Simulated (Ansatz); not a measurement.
# CO+ (sextet): from Hartree-Fock to the top rungs, 6-31G

Aim: climb from Hartree-Fock through coupled cluster and multireference methods for CO+ (sextet) at one geometry and basis, and see what each rung misses.

Method: 6-31G, core rule «outside noble gas», up to 2 orbitals frozen; program: Ansatz 0.2.0, Gaussian basis.

Plan: UHF; CCSD(T) on ROHF; CCSD(T) on UHF; BCCD(T) on ROHF; CISD; CCSDT(Q) on ROHF; CCSDT(Q) on UHF; CISDTQ; CCSDTQ on ROHF; CCSDTQ on UHF; CASSCF and MRCISD+Q, 9 electrons in 8 orbitals; CASSCF and MRCISD+Q(relaxed), 9 electrons in 8 orbitals; CASSCF and NEVPT2, 9 electrons in 8 orbitals; Full CI.

8 further runs of the same task are left out: 5 that didn't finish, 3 set aside as unsound or not needed.

### Step 1. The system

The geometry is a PBE0/def2-TZVP stationary point (not a proven minimum) of the parent state, kept for this charge and spin.

2 atoms, charge 1, spin multiplicity 6.

Atoms are counted from 1 here; the program's logs count them from 0.

Bond lengths: O1–C2 1.308 Å.

### Step 2. UHF

File in.yaml:

```yaml
crystal:
  periodic: [false, false, false]
  atoms:
    - {symbol: O, position_ang: [0.000000, 0.000000, 0.000000]}
    - {symbol: C, position_ang: [0.000000, 0.000000, 1.308000]}
basis:
  gaussian: {orbitals: 6-31G}
total_charge: 1
magnetization: {spin_polarized: true, initial_magnetization: 5}
hamiltonian: {xc: hf}
output: {orbitals: {seedname: orbitals}}
```

Run with:

```console
> ansatz run in.yaml --threads 1 --pin off --events-out ev --progress --plain --max-ram 2393MiB
```

After this run come: CCSD(T) on ROHF; CCSD(T) on UHF; BCCD(T) on ROHF; CISD; CCSDT(Q) on ROHF; CCSDT(Q) on UHF; CISDTQ; CCSDTQ on ROHF; CCSDTQ on UHF; CASSCF and MRCISD+Q, 9 electrons in 8 orbitals; CASSCF and MRCISD+Q(relaxed), 9 electrons in 8 orbitals; CASSCF and NEVPT2, 9 electrons in 8 orbitals; Full CI.

Before running them: what should the planned runs give, taken together? Wanted: FCI below the RHF energy; RMP2 from FCI; UMP2 from FCI; RCCSD from FCI; RCCSD(T) from FCI; UCCSD(T) from FCI; RCCSDT(Q) from FCI; UCCSDT(Q) from FCI; NEVPT2 valence from FCI.

As calculated:

| quantity | value |
| --- | --- |
| FCI below the RHF energy | -2.2267 eV |
| RMP2 from FCI | +448.8 meV |
| UMP2 from FCI | +428.1 meV |
| RCCSD from FCI | +27.5 meV |
| RCCSD(T) from FCI | +6.6 meV |
| UCCSD(T) from FCI | +4.4 meV |
| RCCSDT(Q) from FCI | -0.2 meV |
| UCCSDT(Q) from FCI | -2.4 meV |
| NEVPT2 valence from FCI | +360.3 meV |
| MRCISD+Q valence from FCI | +9.0 meV |
| MRCISD+Q(relaxed) valence from FCI | -0.1 meV |
| levels within 1 kcal/mol (43 meV) | RCCSD, UCCSD, RCCSD(T), UCCSD(T), BCCD(T), RCCSDT, UCCSDT, CISDTQ, RCCSDT(Q), UCCSDT(Q), RCCSDTQ, UCCSDTQ, MRCISD valence, MRCISD+Q valence, MRCISD+Q(relaxed) valence |
| T1 diagnostic | 0.013 |
| effectively unpaired electrons | 5.01 |

What this shows: RCCSD(T) misses by +6.6 meV, 0.3 % of the correlation energy. UCCSDT(Q), UCCSDTQ fall below full CI: unrestricted runs freeze a spin-polarised core, another one than full CI's, and coupled cluster isn't variational. One determinant dominates. Of the multireference levels listed MRCISD+Q(relaxed) valence comes nearest in total energy (-0.1 meV), which doesn't show that its space is the better one. These misses are within one basis, not against nature; the frozen cores of restricted and unrestricted runs differ, which can shift their rows.
